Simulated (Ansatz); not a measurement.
System: solid chlorine. Method: LDA (Ansatz, a program for electronic structure, PAW).

Settings: plane-wave cutoff 520 eV, 8×8×4 k mesh (along the axes of the cell as run), perturbation theory, force constants from a 4×4×2 q mesh, scalar-relativistic PAW data made under PBE.

Computed at the level's own relaxed cell. Harmonic vibrational thermodynamics at fixed volume:

```json
[
 {"T (K)": "0", "S_vib (J/K per mol of atoms)": "0.00", "C_V (J/K per mol of atoms)": "0.00", "F_vib (eV/atom)": "0.0310"},
 {"T (K)": "200", "S_vib (J/K per mol of atoms)": "27.88", "C_V (J/K per mol of atoms)": "21.47", "F_vib (eV/atom)": "0.0024"},
 {"T (K)": "300", "S_vib (J/K per mol of atoms)": "36.95", "C_V (J/K per mol of atoms)": "23.13", "F_vib (eV/atom)": "-0.0315"},
 {"T (K)": "400", "S_vib (J/K per mol of atoms)": "43.72", "C_V (J/K per mol of atoms)": "23.84", "F_vib (eV/atom)": "-0.0734"},
 {"T (K)": "700", "S_vib (J/K per mol of atoms)": "57.29", "C_V (J/K per mol of atoms)": "24.53", "F_vib (eV/atom)": "-0.2323"},
 {"T (K)": "800", "S_vib (J/K per mol of atoms)": "60.57", "C_V (J/K per mol of atoms)": "24.61", "F_vib (eV/atom)": "-0.2934"},
 {"T (K)": "1000", "S_vib (J/K per mol of atoms)": "66.07", "C_V (J/K per mol of atoms)": "24.71", "F_vib (eV/atom)": "-0.4249"}
]
```

The crystal is taken as a harmonic solid at every temperature: melting, phase changes and thermal expansion are not seen.

Note: the run warned that the k mesh is coarse for the response to a field.
